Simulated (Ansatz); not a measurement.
Input file:

```yaml
crystal:
  periodic: [false, false, false]
  atoms:
    - {symbol: Si, position_ang: [0.000000, -0.118572, 0.606157]}
    - {symbol: O, position_ang: [0.000000, 0.162082, -1.027349]}
    - {symbol: H, position_ang: [0.000000, 1.366569, 0.980666]}
    - {symbol: H, position_ang: [0.000000, -0.635437, -1.563283]}
basis:
  gaussian: {orbitals: cc-pVDZ}
total_charge: 1
magnetization: {spin_polarized: false, initial_magnetization: 1}
correlation: {method: ccsd_t, electrons: outside_noble_gas}
output: {forces: true}
```

```sh
$ ansatz run in.yaml --threads 1 --pin off --events-out ev --progress --plain --max-ram 2393MiB
```

The program prints:

```
399 factors; integrals over basis functions are off by at most 1.4e-3 eV
mean field evaluation 1: about -9913.7959 eV, gradient 6.5e1 eV
mean field evaluation 2: about -9913.8393 eV, gradient 6.4e1 eV
mean field evaluation 4: about -9921.9755 eV, gradient 1.0e1 eV
mean field evaluation 8: about -9922.3868 eV, gradient 7.1e-1 eV
mean field evaluation 16: about -9909.4943 eV, gradient 7.2e1 eV
mean field evaluation 32: about -9919.4077 eV, gradient 1.2e0 eV
mean field evaluation 64: about -9919.2907 eV, gradient 1.2e-1 eV
mean field evaluation 96: about -9915.0433 eV, gradient 1.2e1 eV
mean field evaluation 128: about -9914.9584 eV, gradient 2.5e-1 eV
mean field evaluation 160: about -9918.3216 eV, gradient 1.1e-1 eV
mean field evaluation 192: about -9917.1880 eV, gradient 6.9e0 eV
mean field -9922.39361181 eV, -364.6412395941 hartree, gradient 7.2e-6 eV, S^2 0.750000; 5 other end points of the search recorded, 0 dependent functions left out
mean field evaluation 224: about -9922.4693 eV, gradient 9.2e-1 eV
mean field evaluation 256: about -9919.3699 eV, gradient 7.5e0 eV
determinant -9922.39361181 eV, -364.6412395941 hartree, with singles and doubles -9929.95872250 eV, -364.9192522841 hartree
determinant -9919.29082888 eV, -364.5272144246 hartree, with singles and doubles -9926.21017045 eV, -364.7814955370 hartree
6 core orbitals not correlated: weight in the atoms' cores, before any rotation towards them, 1.000 or more for the frozen orbitals, at most 0.000 for the correlated occupied ones
reference -9922.39361181 eV, -364.6412395941 hartree; 6, 5 occupied and 30, 31 virtual orbitals, 399 factors
second order -7.03571221 eV of doubles, -0.04728701 eV of singles
cycle   1  -7.56644068 eV  change   -1.3e-3 eV  update   1.5e-3
cycle   2  -7.56647888 eV  change   -3.8e-5 eV  update   1.0e-3
cycle   3  -7.56673754 eV  change   -2.6e-4 eV  update   5.3e-4
cycle   4  -7.56686949 eV  change   -1.3e-4 eV  update   1.8e-4
cycle   5  -7.56716226 eV  change   -2.9e-4 eV  update   7.4e-5
cycle   6  -7.56724164 eV  change   -7.9e-5 eV  update   2.7e-5
cycle   7  -7.56724602 eV  change   -4.4e-6 eV  update   1.3e-5
cycle   8  -7.56722890 eV  change    1.7e-5 eV  update   7.1e-6
cycle   9  -7.56722553 eV  change    3.4e-6 eV  update   2.6e-6
cycle  10  -7.56722743 eV  change   -1.9e-6 eV  update   1.1e-6
perturbative correction -0.22342619 eV, -0.0082107610 hartree
the calculation of the forces begins
Total energy: -9930.18426543 eV, -364.9275408339 hartree
Atom 0 at     0.000000    -0.118572     0.606157 Å, force     0.000000     1.429307    -0.863522 eV/Å
Atom 1 at     0.000000     0.162082    -1.027349 Å, force     0.000000    -0.562299     1.240475 eV/Å
Atom 2 at     0.000000     1.366569     0.980666 Å, force    -0.000000    -0.311341     0.731480 eV/Å
Atom 3 at     0.000000    -0.635437    -1.563283 Å, force    -0.000000    -0.555667    -1.108432 eV/Å
Dipole moment:    -0.000000    -0.374679     0.389709 e Å
```

Forces (eV/Å):
```
Si   0.000  1.429 -0.864
O    0.000 -0.562  1.240
H    0.000 -0.311  0.731
H    0.000 -0.556 -1.108
```

For the same geometry and basis UCCSDT(Q) lies 51.1 meV lower.

Ran on 1 thread of Arm Neoverse V1, shared host: 3.5 s wall, 0.13 GiB peak host memory.
